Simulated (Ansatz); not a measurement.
# Multireference treatment of BF, singlet

Calculated in Ansatz's Gaussian-basis code; CASPT2, NEVPT3, NEVPT4(SD) by development code. Basis cc-pVTZ, nonrelativistic, 2 orbitals frozen in the corrections. State-specific CASSCF; RHF is the lowest restricted (open-shell) Hartree–Fock solution met. Letters tell apart solutions met in one space. Solutions may break the symmetry of the shape. Lower solutions, or ones in other orbitals, may exist.

Geometry: bond length 1.3893 Å.

CASSCF less RHF, in eV, and natural occupations:

| CAS | CASSCF | occupations |
| --- | --- | --- |
| (6,6) a | -2.889 | 1.98, 1.98, 1.98, 0.02, 0.02, 0.02 |
| (6,6) b | -2.072 | 1.98, 1.98, 1.92, 0.08, 0.02, 0.02 |

**Question.** What totals less RHF do the corrections give on each solution?

**Answer.** 

| CAS | SC-NEVPT2 | FIC-NEVPT2 | NEVPT3 | NEVPT4(SD) | CASPT2 (IPEA 0) |
| --- | --- | --- | --- | --- | --- |
| (6,6) a | -8.199 | -8.225 | -8.888 | -9.190 | -8.697 |
| (6,6) b | -8.590 | -8.618 | -8.921 | -9.254 | -8.848 |

**Question.** In CAS(6,6), is the solution lowest in CASSCF also lowest after SC-NEVPT2?

**Answer.** No: (6,6) b is lowest after SC-NEVPT2, 0.39 eV under (6,6) a, which leads in CASSCF.

**Question.** How do single-reference totals in the same basis and frozen core stand against SC-NEVPT2 in CAS(6,6) a?

**Answer.** CCSD(T) -1.359 eV. Coupled cluster stands on the determinant that it favours, which can lie over the RHF solution above, and is in doubt where the occupations are far from 0, 1 and 2.

**Question.** Roughly how much CPU time does a whole run from the default start take (median of such runs, summed over threads; nearly all runs on one pinned thread of a shared server, mostly Xeon at 2.3 to 2.6 GHz, by a development driver)?

**Answer.** CAS(6,6) b: about 3.7 s. Other jobs ran beside these, and the count of passes differs.
